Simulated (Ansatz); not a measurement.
Born–Oppenheimer molecular dynamics of AlF2H3 (6 atoms, charge 0, multiplicity 1). It starts at the highest image of a converged band, a first-order saddle point between two minima.

Theory: RKS PBE0-D4/6-31G* (Ansatz).

```json
{
 "ensemble": "NVE (velocity Verlet)",
 "time step": "0.5 fs",
 "steps asked": "200",
 "starting velocities drawn for": "300 K",
 "seed": "4928"
}
```

First frame:

```xyz
6
Properties=species:S:1:pos:R:3
Al -0.011 -0.143 0.026
H 0.047 0.083 1.703
F 1.437 0.131 -0.721
H -1.376 0.113 -0.719
F 0.062 -1.894 0.803
H 0.081 -1.189 1.584
```

How far do the bonds stretch over the last three quarters of this one trajectory? (Pairs bonded in most of those frames.)


```csv
bond,mean (Å),spread (Å),shortest,longest
Al1–F3,1.653,0.054,1.53,1.75
Al1–H4,1.579,0.040,1.51,1.65
Al1–F5,1.694,0.132,1.49,1.92
H2–H6,0.766,0.053,0.71,0.95
```

Pairs bonded in part of these frames only: Al1–H2 11 %, Al1–H6 13 %, H2–H6 94 %.

Mean temperature of the second half: 1986 K. The conserved energy stayed within 0.18 meV per atom of its start (net change 0.13 meV per atom), so the integration is sound. The kinetic energy rose, since the run started high on the potential surface and went downhill. It ends in pieces (AlF2H + H2), so much of that is their flight and rotation, not heat. A run of 0.1 ps of so small a system gives no equilibrium averages. The orbitals stay closed-shell, which can raise the energy where a bond breaks towards radicals; this wasn't checked here.

Run time: 4.4 min on 1 thread of Arm Neoverse V1, on a shared host, peak memory 0.1 GiB.
